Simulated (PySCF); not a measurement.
Stepwise substitution at one centre (B F-Cl). Gas-phase values, no solvent. Strings in code marks are SMILES.

Level of theory: PBE-D3(BJ)/def2-TZVP // PBE0-D3(BJ)/def2-TZVP (PySCF). Delta-SCF ions had no search for a lower state. Excitations are Tamm–Dancoff values on a coarser integration grid. The basis has no diffuse functions, so Rydberg states are missing or too high.

```json
[
 {"species": "0 of 3 F replaced by Cl", "S1 oscillator strength": "0.000", "T1 excitation (TDA) (eV)": "9.50", "LUMO (eV)": "-0.34", "S1–T1 gap (TDA) (eV)": "0.23", "vertical ionisation energy (Delta-SCF) (eV)": "14.42"},
 {"species": "1 of 3 F replaced by Cl (`B(F)(F)Cl`)", "S1 oscillator strength": "0.000", "T1 excitation (TDA) (eV)": "6.96", "LUMO (eV)": "-1.26", "S1–T1 gap (TDA) (eV)": "0.20", "vertical ionisation energy (Delta-SCF) (eV)": "12.44"},
 {"species": "2 of 3 F replaced by Cl", "S1 oscillator strength": "0.000", "T1 excitation (TDA) (eV)": "5.83", "LUMO (eV)": "-2.01", "S1–T1 gap (TDA) (eV)": "0.19", "vertical ionisation energy (Delta-SCF) (eV)": "11.41"}
]
```
